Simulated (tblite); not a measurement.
Species: C4H7P.
InChI=1S/C4H7P/c1-4-3-5(4)2/h3H,1-2H3

Calculated harmonic vibrations of the isolated species, GFN2-xTB (tblite), most abundant isotopes, no scaling. This tight-binding method is rough: wavenumbers can miss measured ones by several per cent, in bad cases by 10 to 20.

Harmonic wavenumbers (cm⁻¹): 87.1, 98.9, 149.5, 261.3, 286.3, 369.7, 589.9, 658.7, 690.2, 729.0, 845.3, 875.3, 894.6, 984.9, 1010.0, 1081.6, 1315.0, 1384.1, 1447.0, 1455.8, 1462.8, 1466.2, 1788.9, 2996.5, 2999.8, 3001.4, 3003.4, 3009.7, 3011.7, 3158.4.

A = 7214, B = 2841, C = 2542 MHz; mass 86.029 u (most abundant isotopes); point group C1, symmetry number 1.

Problem. What is the zero-point energy?

Solution. ½Σν̃ = 20556 cm⁻¹ = 245.91 kJ/mol.

Problem. Give the ideal-gas entropy at 350 K and 1 bar in the rigid-rotor, harmonic-oscillator model (classical rotation).

Solution. Translation 167.75, rotation 111.73, vibration 81.27: S = 360.7 J/(mol K).

Problem. And Cp and H(350 K) − H(0)?

Solution. Cp = 119.55 J/(mol K), of which vibrations give 86.29 (their classical limit is 30 R = 249.4); H(350 K) − H(0) = 26.90 kJ/mol without the zero-point energy, 15.26 from vibrations.

Problem. Blend soft modes into free rotors: weight 1/[1 + (100 cm⁻¹/ν̃)⁴] for the oscillator and the rest for a rotor with moment μB/(μ + B), μ = h/(8π²ν), B = 10⁻⁴⁴ kg m². What vibrational entropy results?

Solution. 77.06 J/(mol K) in place of 81.27, which changes −T·S at 350 K by +1.47 kJ/mol.

Problem. How do the functions run with temperature in this model?

Solution. 
| T (K) | S (J/(mol K)) | Cp (J/(mol K)) | H − H(0) (kJ/mol) | G − H(0) (kJ/mol) | ln q(vib) |
| --- | --- | --- | --- | --- | --- |
| 100 | 256.1 | 60.0 | 4.51 | -21.10 | 0.78 |
| 200 | 304.9 | 83.2 | 11.67 | -49.30 | 2.27 |
| 300 | 343.2 | 107.7 | 21.22 | -81.76 | 3.78 |
| 500 | 408.8 | 150.3 | 47.24 | -157.15 | 6.76 |
| 800 | 489.3 | 192.3 | 99.14 | -292.32 | 11.03 |
| 1000 | 534.4 | 211.4 | 139.60 | -394.79 | 13.67 |

q(vib) and H(0) count from the zero-point level.

Hindered rotation and anharmonicity are outside this model. The structure is chiral; the term R ln 2 for an equal mix with its mirror image is left out.

On one thread of an Arm Neoverse V1, shared host with 32 logical CPUs at a one-minute load of 22, this took 0.24 s of wall time. The figure is for the frequency step alone.
